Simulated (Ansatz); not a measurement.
`NC/C=C\F` + `OCF` → `NCOCF` + `C=CF`  (substitution at a C–C bond)

Computed with Ansatz on PBE0-D4/def2-TZVP structures; ΔE is electronic, products minus reactants. CCSD(T)/CBS adds triple-zeta CCSD(T) − MP2 to the extrapolated MP2 energy (def2 sets, frozen cores). Each species was taken in one conformer, which may not be the lowest.

```json
{"species": "`NC/C=C\\F`", "CCSD(T)/CBS(def2) energy (Eh)": "-272.22478"}
{"species": "`OCF`", "CCSD(T)/CBS(def2) energy (Eh)": "-214.81254"}
{"species": "`NCOCF`", "CCSD(T)/CBS(def2) energy (Eh)": "-309.36606"}
{"species": "`C=CF`", "CCSD(T)/CBS(def2) energy (Eh)": "-177.66469"}
```

Problem. Work out ΔE.

Solution. ΔE = (-309.36606) + (-177.66469) − (-272.22478) − (-214.81254) = 0.00657 Eh = +0.18 eV.

Largest T1 diagnostic among the species: 0.012.

In def2-TZVPP, CCSD(T) changes the Hartree–Fock value by +0.06 eV (the triples alone add −0.01 eV) and MP2 by +0.10 eV.
